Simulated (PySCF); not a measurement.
## Potential energy of AlCl along the bond

Set-up: Al def2-TZVP, Cl def2-TZVP; no relativity (PySCF 2.14). Energies in eV from Al + Cl in their ground configurations at the same level. All curves are PBE0. state 1: ¹Σ⁺ (singlet), closed shell; state 2: ³Π (triplet), unpaired electrons σ ↑, π ↑, a second solution, started from another occupation.

```tsv
R (Å)	state 1	state 2
1.852	-4.293	-1.614
1.938	-4.785	-2.074
2.024	-5.049	-2.299
2.088	-5.139	-2.359
2.153	-5.162	-2.350
2.218	-5.133	-2.290
2.304	-5.036	-2.155
2.411	-4.853	-1.930
2.541	-4.578	-1.624
2.713	-4.172	-1.219
```

Task: Put a parabola through the three lowest points of the state 1 curve and estimate Re, k and ωe (reduced mass 15.23 u; 1 eV/Å² = 0.16022 mdyn/Å; ωe = 1302.8·√(k/μ) cm⁻¹).

Result: Through R = 2.088, 2.153, 2.218 Å the second-order coefficient is 6.15 eV/Å², so Re ≈ 2.149 Å, k ≈ 1.97 mdyn/Å and ωe ≈ 469 cm⁻¹. A polynomial fit of higher order to the unrounded PBE0 energies gives Re = 2.146 Å, k = 2.02 mdyn/Å, ωe = 474 cm⁻¹; anharmonicity and rounding make the difference.

The higher-order fit for each curve: state 1: Re = 2.146 Å, ωe = 474 cm⁻¹, De = 5.16 eV; state 2: Re = 2.110 Å, ωe = 514 cm⁻¹, minimum 2.36 eV below the ground-state fragments.

Counting both spins, an empty level lies below a filled one in some of these solutions, because spin and occupation are held.
